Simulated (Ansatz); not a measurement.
**1T (CdI2-type) TiSe2: volume per atom by level of theory**

No measured value is used here.

Question: Put these levels in order of the volume per atom that they give for 1T (CdI2-type) TiSe2, smallest first: PBE (Ansatz, a first-principles code), PBE-D4 (Ansatz), PBEsol (Ansatz), rVV10 (Ansatz).

Answer: PBEsol (20.74 Å³/atom), PBE-D4 (21.04 Å³/atom), rVV10 (22.43 Å³/atom), PBE (24.37 Å³/atom)

PBEsol, PBE: the cell comes from a level without a dispersion term, which matters for the spacing of layers, chains or molecules. Cutoffs and k meshes differ between the levels. Ansatz's density-functional and Hartree–Fock values are scalar-relativistic unless marked +SOC, with PAW data made under PBE.
